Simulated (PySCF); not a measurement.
The first ionisation energy along the noble gases

All values are computed (PySCF 2.14, energy differences of UHF-based or UKS calculations, no spin-orbit coupling). Values in eV. The last column holds reference values (NIST; (s) semi-empirical, (t) theoretical, else measured). Unmarked ones compare directly (S terms, centres of terms, or small fine structure); those marked * lie between the lowest fine-structure levels and include a spin-orbit shift.

```csv
element,configurations,UHF,MP2 (valence),SCS-MP2 (valence),CCSD (valence),CCSD(T) (valence),M06-L,reference
"He (jorge-DZP-DKH, spin-free X2C)",1s2 → 1s1,23.444,24.148,24.289,24.325,24.325,24.602,24.587
"Ar (jorge-DZP-DKH, spin-free X2C)",[Ar] → [Ne] 3s2 3p5,14.644,15.433,15.343,15.283,15.289,15.908,15.819
"Kr (jorge-DZP-DKH, spin-free X2C)",[Kr] → [Ar] 3d10 4s2 4p5,13.213,13.439,13.418,13.439,13.442,14.070,14.222
```

| method | elements | mean error (eV) | mean absolute error (eV) | largest error (eV) |
| --- | --- | --- | --- | --- |
| UHF | 3 | -1.109 | 1.109 | -1.175 |
| MP2 (valence) | 3 | -0.536 | 0.536 | -0.783 |
| SCS-MP2 (valence) | 3 | -0.526 | 0.526 | -0.803 |
| CCSD (valence) | 3 | -0.527 | 0.527 | -0.782 |
| CCSD(T) (valence) | 3 | -0.524 | 0.524 | -0.779 |
| M06-L | 3 | -0.016 | 0.085 | -0.152 |

Errors include the incompleteness of the basis and the frozen core.

"Valence" correlates the outer s and p shells and, in groups 3 to 12 and the f block, the outer d or f shell, open or full, or the next shell where the ion has no valence electron left; the wider scheme adds the next inner shell.
